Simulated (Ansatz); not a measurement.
How far each method lies from full CI for NH⁻, doublet

Geometry: a point of a stretch scan, not a stationary point.

```xyz
2

N     0.0000    0.0000    0.0000
H     0.0000    0.0000    1.2470
```

Basis 6-31++G** (Cartesian d functions); Ansatz 0.2.0. Only valence electrons are correlated (noble-gas cores frozen), which leaves 7 electrons in 24 orbitals. Prefix R: restricted or restricted open-shell reference; prefix U: unrestricted. Active spaces: pair = (3e, 3o) about the gap; valence = (7e, 5o) chosen from the atoms' valence shells. This anion state lies near or above the neutral species, so the extra electron is weakly bound or unbound and the energies hang on the diffuse functions.

Full CI is exact within this basis and frozen core; it isn't the basis-set limit. The frozen core follows each run's orbitals, which can shift R against U totals by a few meV.

HF rows are the lowest solutions found. Coupled cluster chose its determinant by trial CCSD, here up to 0.18 eV above the lowest Hartree–Fock solution of its kind, and MP2 stands on that determinant too. For open shells CISD is restricted-active-space CI with the open shells as a complete middle space.

```
UHF ⟨S²⟩                            : 1.776
⟨S²⟩ of the determinant under UCCSD : 0.792
T1 diagnostic (RCCSD)               : 0.0301
largest doubles amplitude (RCCSD)   : 0.094
T1 diagnostic (UCCSD)               : 0.0290
```

```tsv
level	E − E(RHF) (eV)
RMP2	-4.4679
UMP2	-4.4501
RCCSD	-4.9159
UCCSD	-4.9186
RCCSD(T)	-5.0625
UCCSD(T)	-5.0613
```

(1) Estimate how far full CI in 6-31++G** lies from RCCSD(T). The table doesn't fix it; the size of (T) and the diagnostics are the guide.

(1) Full CI in 6-31++G** lies 35 meV below RCCSD(T), which is 24 % of the (T) step (-147 meV). T1 is raised, but (T) still catches most of what CCSD lacks.

The other levels:

| level | E − E(full CI) (meV) | share of correlation (%) | wall time |
| --- | --- | --- | --- |
| UHF† | 4788 | – | 0.27 s |
| CISD | 418 | 91.81 | 0.6 s |
| BCCD(T) | 38 | 99.26 | 0.9 s |
| RCCSDT | 17 | 99.68 | – |
| UCCSDT | 16 | 99.69 | – |
| RCCSDT(Q) | 1 | 99.99 | 3.9 s |
| UCCSDT(Q) | -1 | 100.03 | 4.4 s |
| CASSCF (pair space) | 4318 | 15.28 | – |
| NEVPT2 (pair space) | 537 | 89.47 | 0.27 s |
| MRCISD (pair space) | 302 | 94.08 | – |
| MRCISD+Q (pair space) | 33 | 99.34 | 0.51 s |
| CASSCF (valence space) | 4261 | 16.41 | – |
| NEVPT2 (valence space) | 852 | 83.28 | 0.21 s |
| MRCISD (valence space) | 292 | 94.28 | – |
| MRCISD+Q (valence space) | 31 | 99.39 | 0.45 s |

A dagger marks rows that describe another state than the reference (another or a broken symmetry, a higher spin or other natural occupations), so the difference isn't the method's error.

The correlation energy at full CI, counted from RHF, is -5.097 eV. That run took 84 s on 1 thread of Arm Neoverse V1, shared host over 5,376,630 determinants.

Times hold each run's SCF and search for its determinant on a shared host, so for small cases they say little of a method's own cost; they ran on 1 thread of Arm Neoverse V1.

The full-CI state has the irrep B2 of C2v, in the program's axes (one component, if the state is degenerate).

Natural occupations of full CI about the gap: 1.967 1.930 1.924 0.985 0.064 0.055 0.019 0.018 0.008 0.005; effectively unpaired electrons, Σ n²(2−n)², 1.07.
